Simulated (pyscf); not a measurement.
Structures and frequencies: ωB97X-D3(BJ)/def2-SVP in PySCF.

### Question
H₃C–GeH₃ + H₂ → H₃C–GeH: [singlet] + H₂ + H₂
Surface: singlet. Broken: Ge–H, Ge–H, H–H. Formed: H–H, H–H. Give ΔE‡ and ΔE from ωB97M-D3(BJ)/def2-TZVP, relative to the separated reactants.

### Answer
ΔE‡ = 317.7 kJ/mol, ΔE = +175.6 kJ/mol. Zero-point energy shifts the barrier by -1.3 kJ/mol. It is a multi-bond step, with an imaginary mode of 1677i cm⁻¹. One saddle was located; it need not be the lowest between these sides. Elements up to Kr have no core potential and no relativistic terms here.
